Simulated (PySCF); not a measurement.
Isomers of C2H2O. All species are isolated molecules in the gas phase. Strings in code marks are SMILES.

The S1 excitation (TDA) from two functionals at the same geometries (r2SCAN-D4/def2-TZVP), both in PySCF: PBE-D3(BJ)/def2-TZVP and r2SCAN-D4/def2-TZVP. Excitations are Tamm–Dancoff values on a coarser integration grid. The basis has no diffuse functions, so Rydberg states are missing or too high.

```csv
species,PBE-D3(BJ)/def2-TZVP (eV),r2SCAN-D4/def2-TZVP (eV)
`C1=CO1`,3.62,4.06
`C#CO`,5.50,6.46
`C=C=O`,3.89,4.29
```

Over these rows, drawn at random from the members with no instability flagged (it was tested for open shells, ions and some series alone), PBE minus r2SCAN-D4: mean -0.60 eV, from -0.96 eV to -0.41 eV.
